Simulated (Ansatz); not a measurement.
Input file:

```yaml
crystal:
  periodic: [false, false, false]
  atoms:
    - {symbol: B, position_ang: [0.000000, 0.000000, 0.000000]}
    - {symbol: S, position_ang: [0.000000, 0.000000, 1.873000]}
basis:
  gaussian: {orbitals: 6-31G}
total_charge: 1
magnetization: {spin_polarized: true, initial_magnetization: 2}
hamiltonian: {xc: {name: PBE}}
output: {orbitals: {seedname: orbitals}}
```

```sh
$ ansatz run in.yaml --threads 1 --pin off --events-out ev --progress --plain --max-ram 2393MiB
```

Output:

```
266 factors; integrals over basis functions are off by at most 1.5e-4 eV
mean field evaluation 1: about -11487.7108 eV, gradient 2.1e1 eV
mean field evaluation 2: about -11427.1699 eV, gradient 8.5e1 eV
mean field evaluation 4: about -11491.3034 eV, gradient 2.2e0 eV
mean field evaluation 8: about -11491.3405 eV, gradient 1.9e-2 eV
mean field evaluation 16: about -11491.3405 eV, gradient 1.9e-1 eV
mean field -11491.34049920 eV, -422.2989742352 hartree, gradient 7.5e-5 eV, S^2 2.004527; 1 other end points of the search recorded, 0 dependent functions left out
reference -11491.34052116 eV, -422.2989750421 hartree; 11, 9 occupied and 11, 13 virtual orbitals, 266 factors
Total energy: -11491.34052116 eV, -422.2989750421 hartree
```

Ran on 1 thread of Intel Xeon Platinum 8259CL, shared host: 0.66 s wall, 0.13 GiB peak host memory.
